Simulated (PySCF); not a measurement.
Gas-phase reaction: SH + 2 SiF2 + 2 SiHF = 3 SiHF2 + SiS

Method: PySCF energies plus ideal-gas RRHO corrections (1 bar). † marks an energy on the PBE0/def2-TZVP geometry and frequencies; other levels use their own. CCSD(T) freezes the core. 6-31G* has spherical d functions here. Open shells (unrestricted): SH (multiplicity 2), SiHF2 (multiplicity 2); the rest are closed-shell singlets. Spin-orbit splitting is ignored; it lowers the true energy and changes the entropy of SH. SiHF, SiHF2: computed as isolated molecules; such fragments, hydroxides, amides, oligomers or adducts are transient or little studied in the gas. CCSD(T) isn't extrapolated to the basis-set limit. Warning, large T1 diagnostic: SiS (CCSD(T)/def2-TZVPP†).

```tsv
level	ΔH°(298 K), kJ
CCSD(T)/def2-TZVPP†	-208
HF/6-31G*	-233
M06-2X/def2-TZVP†	-242
PBE/def2-SVP	[?]
PBE/def2-TZVP†	[?]
PBE0/def2-QZVP†	[?]
PBE0/def2-TZVP	[?]
r2SCAN/def2-TZVP†	-310
LDA/def2-TZVP†	-265
ωB97M-V/def2-TZVP†	-170
```

**Question.** Fill in the missing entries.

**Answer.** 
- PBE/def2-SVP, ΔH°(298 K), kJ: -231
- PBE/def2-TZVP†, ΔH°(298 K), kJ: -240
- PBE0/def2-QZVP†, ΔH°(298 K), kJ: -256
- PBE0/def2-TZVP, ΔH°(298 K), kJ: -259
